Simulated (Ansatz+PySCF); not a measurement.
Two shapes of singlet C3H8.

Shape 1:

```xyz
11

C     0.0000   -0.2568   -1.2710
C     0.0000    0.5795    0.0000
C     0.0000   -0.2568    1.2710
H     0.0000    0.3730   -2.1741
H     0.8875   -0.9088   -1.3208
H    -0.8875   -0.9088   -1.3208
H    -0.8792    1.2471    0.0000
H     0.8792    1.2471    0.0000
H     0.0000    0.3730    2.1741
H    -0.8875   -0.9088    1.3208
H     0.8875   -0.9088    1.3208
```

Shape 2:

```xyz
11

C     0.0000   -0.2774   -1.3727
C     0.0000    0.6258    0.0000
C     0.0000   -0.2774    1.3727
H     0.0000    0.4028   -2.3480
H     0.9586   -0.9815   -1.4265
H    -0.9586   -0.9815   -1.4265
H    -0.9495    1.3469    0.0000
H     0.9495    1.3469    0.0000
H     0.0000    0.4028    2.3480
H    -0.9586   -0.9815    1.4265
H     0.9586   -0.9815    1.4265
```

Basis set: def2-SVP (spherical functions). Correlated methods keep 3 orbitals frozen. Charge 0, multiplicity 1.

Computed with Ansatz (development build ahead of 0.2.0); each method stands on the lowest determinant of its kind that the runs found.

(1) Which shape is lower in energy, and by how much in each method?

Answers

(1)

```csv
method,E(2) − E(1) (eV)
RHF,1.566
UHF,1.566
RHF-MP2,1.344
RHF-CCSD,1.268
RHF-CCSD(T),1.214
```

Shape 1 is lower.
